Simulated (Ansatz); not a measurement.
Take Si in the diamond structure (space group Fd-3m, No. 227; a = 5.444 Å) as the base.

Calculations: r2SCAN (Ansatz, an electronic-structure program, PAW, without spin-orbit coupling), earlier PAW set.

Modification: full substitution Si → Sn, then cell and atoms are relaxed.

Measured lattice parameter a: Si 5.421 Å (static lattice; corrected from measurement; as listed in Daniel Mejia-Rodriguez, S. B. Trickey, Phys. Rev. B (2018)); Sn 6.477 Å (static lattice; corrected from measurement; as listed in Daniel Mejia-Rodriguez, S. B. Trickey, Phys. Rev. B (2018)).

Task: How well does r2SCAN reproduce the measured shift?

Result: With r2SCAN the lattice parameter a moves by +1.125 Å (5.444 → 6.569) against +1.056 Å measured.

Whether these cells are dynamically stable was not tested.
